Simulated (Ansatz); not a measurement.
Input for Ansatz (a first-principles code): R-wB97X-V/def2-TZVPPD on CH4 (SMILES C). Files ending in .json are basis or fitting sets from the Basis Set Exchange.

Ansatz 0.2 input:
```yaml
crystal:
  periodic: [false, false, false]
  atoms:
    - {symbol: C, position_ang: [0.00000000, 0.00000000, 0.00000000]}
    - {symbol: H, position_ang: [0.00000000, 1.08744517, 0.00000000]}
    - {symbol: H, position_ang: [-0.51262657, -0.36248173, 0.88789526]}
    - {symbol: H, position_ang: [-0.51262657, -0.36248173, -0.88789526]}
    - {symbol: H, position_ang: [1.02525314, -0.36248173, 0.00000000]}
basis:
  gaussian:
    orbitals: def2-TZVPPD.json
hamiltonian:
  xc: {name: wB97X-V}
scf: {lower_state_search: off}
```

The log:

```
WARN ansatz: RAYON_NUM_THREADS=1 ignored (pool sized by the plan → 1); use --threads N
Functional definition: wB97X-V
these checks for a lower state are left out or cut short: stability, starts, cluster_reference, orbital_swaps, neighbouring_geometries, increment
integrals: 0.02 GiB planned
410 factors; their error is unknown
integrals: 0.05 GiB planned
151 factors; integrals over basis functions are off by at most 1.7e-5 eV
mean field: 0.28 GiB planned
mean field evaluation 1: about -1100.5015 eV, gradient 3.1e1 eV
mean field evaluation 2: about -1101.6115 eV, gradient 2.0e1 eV
mean field evaluation 4: about -1102.5188 eV, gradient 1.2e-1 eV
mean field evaluation 8: about -1102.5106 eV, gradient 4.2e-2 eV
mean field -1102.51061927 eV, -40.5165179495 hartree, gradient 3.3e-6 eV, S^2 0.000000; 0 other end points of the search recorded, 0 dependent functions left out
reference -1102.51061795 eV, -40.5165179012 hartree; 5, 5 occupied and 100, 100 virtual orbitals, 410 factors
Total energy: -1102.51061795 eV, -40.5165179012 hartree
Checks for a lower state left out: stability, starts, cluster_reference, orbital_swaps, neighbouring_geometries, increment
```

The run converged.

Cost: about 1.6 core-seconds (a rough figure).
